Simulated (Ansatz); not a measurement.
A trace of molecular dynamics of CH$_{2}$NO (5 atoms, charge 0, multiplicity 2).

Level of theory: UKS CAM-B3LYP/def2-SVP in Ansatz 0.2.0.

```
ensemble                      : NVE (velocity Verlet)
starting velocities drawn for : 100 K
seed                          : 195940
```

```json
{"time (fs)": "0.0", "T (K)": "100", "potential energy less start (eV)": "0.000", "conserved less start (meV/atom)": "0.00"}
{"time (fs)": "3.0", "T (K)": "861", "potential energy less start (eV)": "-0.295", "conserved less start (meV/atom)": "0.02"}
{"time (fs)": "6.0", "T (K)": "1160", "potential energy less start (eV)": "-0.418", "conserved less start (meV/atom)": "-1.40"}
{"time (fs)": "9.0", "T (K)": "1945", "potential energy less start (eV)": "-0.727", "conserved less start (meV/atom)": "-2.41"}
{"time (fs)": "12.0", "T (K)": "288", "potential energy less start (eV)": "-0.071", "conserved less start (meV/atom)": "0.46"}
{"time (fs)": "15.0", "T (K)": "1908", "potential energy less start (eV)": "-0.709", "conserved less start (meV/atom)": "-1.62"}
{"time (fs)": "18.0", "T (K)": "548", "potential energy less start (eV)": "-0.170", "conserved less start (meV/atom)": "0.71"}
{"time (fs)": "21.0", "T (K)": "1672", "potential energy less start (eV)": "-0.613", "conserved less start (meV/atom)": "-0.74"}
{"time (fs)": "24.0", "T (K)": "985", "potential energy less start (eV)": "-0.342", "conserved less start (meV/atom)": "0.27"}
{"time (fs)": "27.0", "T (K)": "1757", "potential energy less start (eV)": "-0.651", "conserved less start (meV/atom)": "-1.62"}
{"time (fs)": "30.0", "T (K)": "2229", "potential energy less start (eV)": "-0.836", "conserved less start (meV/atom)": "-2.09"}
{"time (fs)": "33.0", "T (K)": "678", "potential energy less start (eV)": "-0.223", "conserved less start (meV/atom)": "0.17"}
{"time (fs)": "36.0", "T (K)": "1822", "potential energy less start (eV)": "-0.671", "conserved less start (meV/atom)": "-0.57"}
{"time (fs)": "39.0", "T (K)": "806", "potential energy less start (eV)": "-0.264", "conserved less start (meV/atom)": "1.96"}
{"time (fs)": "42.0", "T (K)": "2020", "potential energy less start (eV)": "-0.749", "conserved less start (meV/atom)": "-0.93"}
{"time (fs)": "45.0", "T (K)": "958", "potential energy less start (eV)": "-0.332", "conserved less start (meV/atom)": "0.08"}
{"time (fs)": "48.0", "T (K)": "1936", "potential energy less start (eV)": "-0.723", "conserved less start (meV/atom)": "-2.17"}
{"time (fs)": "51.0", "T (K)": "2036", "potential energy less start (eV)": "-0.763", "conserved less start (meV/atom)": "-2.37"}
{"time (fs)": "54.0", "T (K)": "660", "potential energy less start (eV)": "-0.215", "conserved less start (meV/atom)": "0.41"}
{"time (fs)": "57.0", "T (K)": "2159", "potential energy less start (eV)": "-0.808", "conserved less start (meV/atom)": "-1.93"}
{"time (fs)": "60.0", "T (K)": "915", "potential energy less start (eV)": "-0.314", "conserved less start (meV/atom)": "0.31"}
{"time (fs)": "63.0", "T (K)": "1287", "potential energy less start (eV)": "-0.462", "conserved less start (meV/atom)": "-0.27"}
{"time (fs)": "66.0", "T (K)": "988", "potential energy less start (eV)": "-0.344", "conserved less start (meV/atom)": "0.14"}
{"time (fs)": "69.0", "T (K)": "1427", "potential energy less start (eV)": "-0.523", "conserved less start (meV/atom)": "-1.61"}
{"time (fs)": "72.0", "T (K)": "2163", "potential energy less start (eV)": "-0.812", "conserved less start (meV/atom)": "-2.40"}
{"time (fs)": "75.0", "T (K)": "417", "potential energy less start (eV)": "-0.121", "conserved less start (meV/atom)": "0.33"}
```

Q: Is this trajectory sound?

A: The conserved energy stayed within 2.9 meV per atom of its start (net change 0.33 meV per atom), so the integration is sound. The system heated up, since it started high on the potential surface and ran downhill. A run of 0.075 ps of so small a system gives no equilibrium averages. The time step was 0.5 fs.

Time of the run: 8.3 min on 1 CPU thread of a shared host.
